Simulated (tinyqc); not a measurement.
Inside a calculation. Method: extended Hueckel theory, for CO+. The parameters take no account of the charge, which enters only through the electron count. One step of it, computed by the program tinyqc.

Question. Mulliken analysis. P = C n C^T; charge = valence electrons (O 6, C 4) minus the sum of (P S)_ii on the atom; overlap population = 2 sum P_ij S_ij between two atoms.

coefficients, order 1C 2s, 1C 2px, 1C 2py, 1C 2pz, 2O 2s, 2O 2px, 2O 2py, 2O 2pz:
```
[[0.313214, 0.655890, 0.000000, 0.000000, 0.421722, 0.000000, 0.000000, -1.050050],
 [0.000000, 0.000000, -0.065098, 0.372884, 0.000000, 0.657655, 0.705522, 0.000000],
 [0.000000, 0.000000, 0.372884, 0.065098, 0.000000, 0.705522, -0.657655, 0.000000],
 [0.123770, -0.362796, 0.000000, 0.000000, -0.529432, 0.000000, 0.000000, -1.228367],
 [0.769513, -0.298522, 0.000000, 0.000000, 0.077620, 0.000000, 0.000000, 1.231667],
 [0.000000, 0.000000, -0.143051, 0.819407, 0.000000, -0.421243, -0.451902, 0.000000],
 [0.000000, 0.000000, 0.819407, 0.143051, 0.000000, -0.451902, 0.421243, 0.000000],
 [0.036363, -0.536841, 0.000000, 0.000000, 0.725538, 0.000000, 0.000000, -0.851264]]
```

occupations: [2.000000, 2.000000, 2.000000, 2.000000, 1.000000, 0.000000, 0.000000, 0.000000]

overlap S, order 1C 2s, 1C 2px, 1C 2py, 1C 2pz, 2O 2s, 2O 2px, 2O 2py, 2O 2pz:
```
[[1.000000, 0.000000, 0.000000, 0.000000, 0.429764, 0.000000, 0.000000, -0.333402],
 [0.000000, 1.000000, 0.000000, 0.000000, 0.000000, 0.261751, 0.000000, 0.000000],
 [0.000000, 0.000000, 1.000000, 0.000000, 0.000000, 0.000000, 0.261751, 0.000000],
 [0.000000, 0.000000, 0.000000, 1.000000, 0.504987, 0.000000, 0.000000, -0.295239],
 [0.429764, 0.000000, 0.000000, 0.504987, 1.000000, 0.000000, 0.000000, 0.000000],
 [0.000000, 0.261751, 0.000000, 0.000000, 0.000000, 1.000000, 0.000000, 0.000000],
 [0.000000, 0.000000, 0.261751, 0.000000, 0.000000, 0.000000, 1.000000, 0.000000],
 [-0.333402, 0.000000, 0.000000, -0.295239, 0.000000, 0.000000, 0.000000, 1.000000]]
```

Give: charges; Overlap populations.

Answer.

charges: [0.9299, 0.0701]

Overlap populations:
```
pair     value
2-1   1.376690
```
